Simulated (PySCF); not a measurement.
Molecule: `ClC=C`, C2H3Cl.

Mapped SMILES: `[CH2:1]=[CH:2][Cl:3]`. Hydrogens are named by the atom that carries them. Ha(C1) is cis to Cl3; Hb(C1) is trans to Cl3.

Geometry PBE0-D3(BJ)/def2-SVP throughout; GIAO in PySCF 2.14, gas phase, one conformer, non-relativistic; equivalent atoms averaged; functional PBE0.

(1) How do the shifts δ (against TMS, HCl at the same level) depend on the basis set? (ppm; last column core-seconds on shared hosts with different chips, so compare them loosely)

(2) Which nucleus moves most, in ppm?

(3) Taking the largest basis, pcSseg-3 (319 functions), as the yardstick, rank the others by their worst heavy-atom deviation.

## Answers

(1) 
| basis set | functions | C2 | C1 | Cl3 | H(C2) | Hb(C1) | Ha(C1) | core-s |
| --- | --- | --- | --- | --- | --- | --- | --- | --- |
| STO-3G | 22 | 115.4 | 106.1 | 86.0 | 5.85 | 5.69 | 5.53 | 0.7 |
| 6-31G | 37 | 130.3 | 117.2 | 163.0 | 6.32 | 5.91 | 5.80 | 1.4 |
| pcSseg-0 | 37 | 148.5 | 131.6 | 190.4 | 6.13 | 5.90 | 5.81 | 1.3 |
| 6-31G* | 52 | 125.9 | 114.3 | 170.3 | 6.03 | 5.42 | 5.43 | 1.9 |
| def2-SVP | 61 | 133.3 | 115.7 | 200.5 | 6.09 | 5.30 | 5.44 | 1.7 |
| cc-pVDZ | 61 | 133.8 | 117.5 | 199.2 | 6.18 | 5.43 | 5.54 | 2 |
| pcSseg-1 | 73 | 141.0 | 125.1 | 224.8 | 6.27 | 5.61 | 5.72 | 2.5 |
| aug-cc-pVDZ | 100 | 134.1 | 116.2 | 216.8 | 6.70 | 5.64 | 5.76 | 3 |
| 6-311+G(2d,p) | 107 | 138.8 | 121.9 | 228.4 | 6.61 | 5.46 | 5.71 | 3.3 |
| def2-TZVP | 117 | 140.1 | 123.0 | 234.6 | 6.60 | 5.53 | 5.66 | 3.8 |
| cc-pVTZ | 136 | 139.1 | 122.4 | 220.2 | 6.53 | 5.53 | 5.64 | 4.5 |
| IGLO-III | 144 | 143.7 | 125.2 | 235.4 | 6.60 | 5.42 | 5.66 | 4.4 |
| pcSseg-2 | 157 | 144.6 | 127.3 | 231.0 | 6.59 | 5.56 | 5.71 | 5.8 |
| pcSseg-3 | 319 | 144.3 | 127.6 | 236.0 | 6.63 | 5.55 | 5.70 | 18 |

(2) Cl3 (chlorine bonded to C): from 86.0 ppm with STO-3G to 236.0 ppm with pcSseg-3. The smallest spread is 0.38 ppm, at Ha(C1). Proton shifts span only some 12 ppm, so a few tenths of a ppm matter as much there as several ppm in carbon.

(3) IGLO-III 2.4 ppm (144 functions), def2-TZVP 4.6 ppm (117 functions), pcSseg-2 5.0 ppm (157 functions), 6-311+G(2d,p) 7.5 ppm (107 functions), pcSseg-1 11.1 ppm (73 functions), cc-pVTZ 15.7 ppm (136 functions), aug-cc-pVDZ 19.1 ppm (100 functions), def2-SVP 35.4 ppm (61 functions), cc-pVDZ 36.7 ppm (61 functions), pcSseg-0 45.6 ppm (37 functions), 6-31G* 65.6 ppm (52 functions), 6-31G 72.9 ppm (37 functions), STO-3G 150.0 ppm (22 functions).

A small basis that lands close on one nucleus may do so by chance; judge by the trend and by all nuclei.
